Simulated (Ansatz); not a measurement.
Born–Oppenheimer molecular dynamics of CO (2 atoms, charge 0, multiplicity 1). It starts from a relaxed structure.

Method: UKS BLYP-D4/6-31G in Ansatz.

```
ensemble                      : NVE (velocity Verlet)
time step                     : 1 fs
steps asked                   : 400
starting velocities drawn for : 300 K
seed                          : 940237
```

Frames 2 fs apart, positions in Å.

Velocities at 240.0 fs (Å/ps):

```
C -0.94 0.30 -0.48
O 0.70 -0.23 0.36
```

```xyz
2
Properties=species:S:1:pos:R:3 time_fs=240.0 energy_less_start_eV=0.012 T=31
C 0.492 -0.159 0.254
O -0.494 0.160 -0.255
2
Properties=species:S:1:pos:R:3 time_fs=242.0 energy_less_start_eV=0.011 T=56
C 0.493 -0.159 0.254
O -0.494 0.160 -0.255
2
Properties=species:S:1:pos:R:3 time_fs=244.0 energy_less_start_eV=0.002 T=263
C 0.497 -0.161 0.256
O -0.498 0.161 -0.256
2
Properties=species:S:1:pos:R:3 time_fs=246.0 energy_less_start_eV=0.002 T=258
C 0.503 -0.163 0.259
O -0.502 0.162 -0.259
2
Properties=species:S:1:pos:R:3 time_fs=248.0 energy_less_start_eV=0.011 T=60
C 0.507 -0.164 0.261
O -0.505 0.163 -0.260
2
Properties=species:S:1:pos:R:3 time_fs=250.0 energy_less_start_eV=0.013 T=19
C 0.508 -0.164 0.262
O -0.506 0.163 -0.261
2
Properties=species:S:1:pos:R:3 time_fs=252.0 energy_less_start_eV=0.004 T=205
C 0.504 -0.163 0.260
O -0.503 0.163 -0.259
2
Properties=species:S:1:pos:R:3 time_fs=254.0 energy_less_start_eV=0.000 T=294
C 0.499 -0.161 0.257
O -0.499 0.161 -0.257
2
Properties=species:S:1:pos:R:3 time_fs=256.0 energy_less_start_eV=0.008 T=117
C 0.494 -0.160 0.254
O -0.495 0.160 -0.255
2
Properties=species:S:1:pos:R:3 time_fs=258.0 energy_less_start_eV=0.013 T=3
C 0.492 -0.159 0.253
O -0.494 0.160 -0.254
2
Properties=species:S:1:pos:R:3 time_fs=260.0 energy_less_start_eV=0.006 T=174
C 0.495 -0.160 0.255
O -0.496 0.160 -0.256
2
Properties=species:S:1:pos:R:3 time_fs=262.0 energy_less_start_eV=0.000 T=299
C 0.500 -0.162 0.258
O -0.500 0.162 -0.258
```

Of the whole run (400 fs, mean temperature of the second half 151 K): The conserved energy stayed within 0.23 meV per atom of its start (net change 0.17 meV per atom), so the integration is sound. The temperature averaged 0.50 of the 300 K drawn at the start: a run that starts near a minimum puts about half its kinetic energy into the potential. A run of 0.4 ps of so small a system gives no equilibrium averages. Limits of this set-up: no polarisation functions.

The run took 110 s on 1 CPU thread of a shared host.
